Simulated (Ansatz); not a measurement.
Property card for CaCo$_{2}$As$_{2}$

All numbers below come from Ansatz, DFT r2SCAN, scalar-relativistic, plane waves, PAW.

Plane waves to 500 eV, a k mesh through Γ of 12×12×12 on the computed 5-atom cell and Gaussian smearing (0.10 eV); collinear spin from starting moments 0 0.93 0.93 0 0 μB.

The structure is relaxed at this level of theory with its symmetry kept. Whether it is the stable form of this composition wasn't checked.

```yaml
crystal:
  lattice:
    - [-2.00248, 2.00248, 5.04899]
    - [2.00248, -2.00248, 5.04899]
    - [2.00248, 2.00248, -5.04899]
  atoms:
    - { symbol: Ca, position: [0.00000, 0.00000, 0.00000] }
    - { symbol: Co, position: [0.75000, 0.25000, 0.50000] }
    - { symbol: Co, position: [0.25000, 0.75000, 0.50000] }
    - { symbol: As, position: [0.36377, 0.36377, 0.00000] }
    - { symbol: As, position: [0.63623, 0.63623, 0.00000] }
```

| Quantity | Value |
| --- | --- |
| Space group | I4/mmm (No. 139) |
| Volume per atom | 16.20 Å³ |
| Formation energy from the elements' standard states (uncorrected) | -0.608 eV/atom |
| Generalised Kohn–Sham band gap | none (metal) |
| Density of states at the Fermi level | 2.22 states/eV per cell |
| Löwdin character within 0.5 eV of the Fermi level | Co 3d 57 %, As 4p 25 %, unprojected 12 % |
| Bader charges (e) | Ca (1 in the cell) 1.41, Co (2 in the cell) 0.00, As (2 in the cell) -0.70 |
| Total moment | 1.62 μB per cell |
| Site moments (μB; atoms counted from 1 over the whole cell) | Co (atom 2) 0.84, Co (atom 3) 0.84 |

The state reached may not be the lowest one.

Only this magnetic start was tried.

Cost: 1 run of about 6.7 core-minutes, on Oxide Virtual Turin-like Processor (Zen 5) (shared hosts).